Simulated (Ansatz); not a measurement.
# SiO (singlet): wave-function methods side by side, aug-cc-pVDZ

The task here is to estimate one member of a computed series from the others.

Method: aug-cc-pVDZ, core rule «outside noble gas», up to 6 orbitals frozen; program: Ansatz 0.2.0, Gaussian basis.

The runs, in order: UHF; CCSD(T) on RHF; BCCD(T) on RHF; CISD; CCSDT(Q) on RHF; CASSCF and MRCISD+Q, 10 electrons in 8 orbitals; CASSCF and MRCISD+Q(relaxed), 10 electrons in 8 orbitals; CASSCF and NEVPT2, 10 electrons in 8 orbitals.

14 further runs of the same task are left out: 4 that didn't finish, 10 set aside as unsound or not needed.

### The system

The geometry is a PBE0/def2-TZVPD stationary point (not a proven minimum) of the parent state, kept for this charge and spin.

2 atoms, charge 0, spin multiplicity 1.

Atoms are counted from 1 here; the program's logs count them from 0.

Bond lengths: Si1–O2 1.561 Å.

Set-up of the first run:

in.yaml reads:

```yaml
crystal:
  periodic: [false, false, false]
  atoms:
    - {symbol: Si, position_ang: [0.000000, 0.000000, 0.000000]}
    - {symbol: O, position_ang: [0.000000, 0.000000, 1.560700]}
basis:
  gaussian: {orbitals: aug-cc-pVDZ}
magnetization: {spin_polarized: true, initial_magnetization: 0}
hamiltonian: {xc: hf}
output: {orbitals: {seedname: orbitals}}
```

Run with:

```
$ ansatz run in.yaml --threads 1 --pin off --events-out ev --progress --plain --max-ram 2393MiB
```

Among the steps run: UHF; CCSD(T) on RHF; BCCD(T) on RHF; CISD; CCSDT(Q) on RHF; CASSCF and MRCISD+Q, 10 electrons in 8 orbitals; CASSCF and MRCISD+Q(relaxed), 10 electrons in 8 orbitals; CASSCF and NEVPT2, 10 electrons in 8 orbitals.

One of the session's tables, all rows but one given; the rest of the session is left out.

```
                   method  from RCCSDT(Q) (kJ/mol)
                      RHF                   +824.9
                     RMP2                    +50.7
                     CISD                   +107.5
                    RCCSD                    +44.6
                 RCCSD(T)                     +6.6
                  BCCD(T)                     +5.9
                   RCCSDT                        ?
                RCCSDT(Q)                        0
           CASSCF valence                   +488.6
           NEVPT2 valence                   +122.5
           MRCISD valence                    +40.3
         MRCISD+Q valence                     +9.2
MRCISD+Q(relaxed) valence                     +1.6
```

Estimate the missing values for RCCSDT.

**Answer.** from RCCSDT(Q) (kJ/mol): +5.0. In the column «from RCCSDT(Q) (kJ/mol)» it lies between MRCISD+Q(relaxed) valence (+1.6) and BCCD(T) (+5.9).
